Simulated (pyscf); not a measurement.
# Substitution at C: `[CH3][S][CH3]` + `[H]` [doublet] → `[CH4]` + `[CH3][S]` [doublet]

Gas phase, doublet surface, charge 0. Bonds broken: C1–S2. Bonds formed: C1–H10. Structures and frequencies: ωB97X-D3(BJ)/def2-SVP in PySCF. Correlated levels are frozen-core, on RHF or UHF. ΔMP2 is the change of the MP2 total energy from the triple- to the quadruple-zeta basis.

Transition state (Å):

```xyz
10

C     -1.9583     0.1385     0.1405
S     -0.2462     1.2629     0.1646
C      0.7942     0.1073    -0.7494
H     -2.0828     0.0852    -0.9455
H     -1.5677    -0.7337     0.6738
H     -2.5826     0.8445     0.6962
H      0.9010    -0.8540    -0.2221
H      0.4113    -0.0735    -1.7664
H      1.7922     0.5637    -0.8351
H     -3.2320    -0.7100     0.1167
```

One imaginary mode, 1472i cm⁻¹; descent along it reached the two sides named.

| bond | change | reactant side (Å) | saddle | product side |
|---|---|---|---|---|
| C1–S2 | breaks | 1.805 | 2.049 | 3.5 |
| C1–H10 | forms | 3.7 | 1.531 | 1.100 |

Electronic energies relative to the separated reactants (kcal/mol):

```
level                             barrier  reaction energy  reverse barrier
--------------------------------  -------  ---------------  ---------------
ωB97X-D3(BJ)/def2-TZVP               22.4            -32.6             55.0
PBE/def2-TZVP                        13.7            -32.5             46.1
r²SCAN/def2-TZVP                     13.2            -35.1             48.3
B3LYP-D3(BJ)/def2-TZVP               15.1            -37.1             52.1
PBE0-D3(BJ)/def2-TZVP                17.4            -32.1             49.4
M06-2X/def2-TZVP                     20.0            -33.3             53.2
ωB97M-D3(BJ)/def2-TZVP               20.9            -33.8             54.8
HF/def2-TZVP                         33.3            -39.0             72.3
MP2/def2-QZVPP                       25.9            -28.8             54.7
CCSD/def2-TZVPP                      21.8            -37.4             59.2
CCSD(T)/def2-TZVPP                   20.2            -35.4             55.6
CCSD(T)/def2-TZVPP + ΔMP2(QZVPP)     20.0            -34.5             54.5
```

With CCSD(T)/def2-TZVPP + ΔMP2(QZVPP) energies and thermal terms (ideal gas, 1 atm, RRHO with modes under 100 cm⁻¹ raised to 100, one conformer, R ln 2 for chiral ones without a mode under 150 cm⁻¹), in kcal/mol:

```tsv
T (K)	ΔH‡	ΔG‡	ΔH	ΔG
298	20.2	26.5	-31.8	-34.6
600	19.7	33.2	-33.0	-36.9
900	19.4	40.0	-34.4	-38.6
1200	19.0	46.9	-35.7	-39.8
```

Abstraction by the radical was not located in this set and often lies lower. This is the saddle that the search found; another between the same sides may lie lower. The angle at the attacked C is 180°. The CCSD(T) − MP2 part came from Ansatz, without density fitting, on the same reference. A UHF reference is spin-contaminated (<S²> up to 0.86), which harms MP2 most. The orbital near-degeneracy of the XH₃O or XH₃S radical is left out.
